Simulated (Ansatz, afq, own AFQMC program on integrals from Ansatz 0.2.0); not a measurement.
# BH2O⁺, singlet: AFQMC among the cluster methods

```xyz
4

B     0.0000    0.0000    0.6689
O     0.0000    0.0000   -0.6123
H     0.0000    1.0503    1.2721
H     0.0000   -1.0503    1.2721
```

Connectivity, by distances: BH2–O.

Basis cc-pVDZ. Only valence electrons are correlated. Ansatz 0.2.0 and our own AFQMC program on the same integrals; the CISD trial comes from CCSD amplitudes, and released means the phaseless constraint is let go. ± is one standard error of the sampling.

Determinant: RHF, the one that the program's search chose, which needn't be the lowest solution. The geometry is a PBE0/def2-TZVP stationary point of this or a neighbouring charge and spin state.

No full CI on the walks' own integrals is used here; CCSDTQ serves as the reference and is uncertain by about the last step of the cluster series.

Cautions: higher spins were not checked; restricted determinant unstable towards unrestricted (UHF 839 meV lower, ⟨S²⟩ 0.78); strong correlation (T1 0.068, weight of the determinant 0.79, largest double 0.22); the released energies are still falling, so no released level is given (meV from the phaseless value at times in 1/Eh: -19 ± 5 at 0.24, -32 ± 5 at 0.51, -43 ± 5 at 0.99, -46 ± 7 at 1.62, -49 ± 6 at 2.40), though the last usable value meets CCSDTQ within the noise.

The T1 diagnostic is 0.0679, the weight of the determinant in the CISD state is 0.793 and the size of the correlated space is 10 electrons in 36 orbitals.

Reference: CCSDTQ, correlation energy -8.620 eV. The cautions show a poor starting determinant, so the rows tell how each method copes with it here, and CCSDTQ is near closed.

```
        level  E − E(reference) (mEh)  share of correlation (%)
           HF                  316.78                      0.00
          MP2                   58.06                     81.67
         CCSD                   18.02                     94.31
      CCSD(T)                    1.33                     99.58
        CCSDT                    1.93                     99.39
     CCSDT(Q)                   -0.45                    100.14
ph-AFQMC/CISD             2.16 ± 0.16                     99.32
```

CCSDT and higher add their correlation energy to the determinant of the CCSD(T) run, since their own runs factorise the integrals more tightly (a shift of under 2 meV). A walk keeps the symmetry of its determinant, which the program's search chose and which needn't be the lowest solution, so a lower state of the same spin and another symmetry isn't excluded.
